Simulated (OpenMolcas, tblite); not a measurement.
How methods differ on SiNH3 (SMILES N[SiH])

SiNH3 has 5 atoms, charge 0, and is taken as a singlet. As SMILES, `N[SiH]`. The coordinates come from a GFN2-xTB relaxation. This is one conformer, not always the lowest.

```xyz
5

N    -0.2987   -0.4693    0.1229
Si    0.0054    1.1950    0.3897
H     0.1891   -1.0675   -0.5292
H    -1.0095   -0.9776    0.6207
H     1.1137    1.3194   -0.6042
```

Quantity: the HOMO–LUMO gap, in eV. The values are calculated.

```tsv
level	kind	program	value (eV)
GFN2-xTB	semi-empirical	tblite	2.75
HF/STO-3G	Hartree–Fock	OpenMolcas	13.32
SVWN5/STO-3G	LDA	OpenMolcas	3.51
PBE/STO-3G	GGA	OpenMolcas	3.70
r2SCAN/STO-3G	meta-GGA	OpenMolcas	4.14
M06-2X/STO-3G	hybrid meta-GGA	OpenMolcas	8.23
B2PLYP/STO-3G	double hybrid	OpenMolcas	8.75
```

The values span 2.75 to 13.32 eV. All rows use very small basis sets, so even the best lies far from the true value. Orbital gaps aren't excitation energies, and those of double hybrids come from the SCF part alone; they tend to grow with the share of exact exchange.
